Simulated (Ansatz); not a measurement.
Si3H5⁺. Total charge 1; triplet. Geometry PBE0-D4/def2-TZVP, that of the neutral doublet; atoms count from 1.

```
atom    x (Å)    y (Å)    z (Å)
 Si1   0.6461   1.1495   1.0798
 Si2   0.8168   0.0310  -0.9276
 Si3  -0.7901  -0.6165   0.7244
  H4  -0.4465  -1.9753   1.2160
  H5  -0.2411   2.2926   0.6643
  H6   1.7999  -1.0699  -1.0937
  H7  -2.2586  -0.4560   0.5723
  H8   0.4736   0.6446  -2.2355
```

At PBE0-D4/def2-TZVP a singlet of charge 1 lies 1.02 eV below the triplet at the same geometry. The structure comes from a short search, and lower isomers may exist.

(1) Estimate the Mulliken populations from the PBE0/def2-TZVP orbitals of Ansatz.

(2) Where does the spin sit?

(3) And the Mayer bond orders between bonded heavy atoms (over 0.3)?

## Answers

(1) 
| atom | charge (e) | spin (α − β) |
| --- | --- | --- |
| Si1 | 0.15 | 0.99 |
| Si2 | 0.15 | 0.46 |
| Si3 | 0.15 | 0.45 |
| H4 | 0.11 | 0.03 |
| H5 | 0.11 | -0.02 |
| H6 | 0.11 | 0.03 |
| H7 | 0.11 | 0.03 |
| H8 | 0.11 | 0.03 |
Mulliken values and Mayer orders depend strongly on the basis.

(2) Summed by element: Si 1.91, H 0.09, of 2 unpaired in all. Largest on single atoms: Si1 0.99, Si2 0.46, Si3 0.45.

(3) Si1–Si2 0.87 (2.30 Å); Si1–Si3 0.88 (2.30 Å); Si2–Si3 0.87 (2.39 Å).
